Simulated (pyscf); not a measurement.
`[NH2][SiH2]` [doublet] + `[FH]` → `[NH2][SiH][F]` [doublet] + `[H][H]`, a four-centre exchange (doublet surface; H–Si, F–H broken, F–Si, H–H formed). Single points on ωB97X-D3(BJ)/def2-SVP structures (PySCF, gas phase). Energies in kcal/mol from the separated reactants.

Small-basis levels: PySCF, no dispersion term, spherical d functions. Open shells are spin-unrestricted. 

In single points B3LYP/LANL2DZ puts the saddle at 30.8 kcal/mol and the reaction energy at -20.4 kcal/mol. Should these be trusted to within a few kcal/mol? Compare with ωB97M-D3(BJ)/def2-TZVP.

ωB97M-D3(BJ)/def2-TZVP gives ΔE‡ = 22.9 kcal/mol and ΔE = -28.2 kcal/mol. B3LYP/LANL2DZ lies 7.9 kcal/mol over it in the barrier and 7.8 kcal/mol over it in the reaction energy, so on this step it does not hold to within 3.0 kcal/mol. ωB97M-D3(BJ)/def2-TZVP has limits of its own. At the saddle there is also a short H–Si contact that neither side keeps. The same reactants have a lower exit, to F–SiH₂• + NH₃ (barrier +4.3 kcal/mol at ωB97M-D3(BJ)/def2-TZVP, against +22.9 kcal/mol here). This is the saddle that the search found; another between the same sides may lie lower.
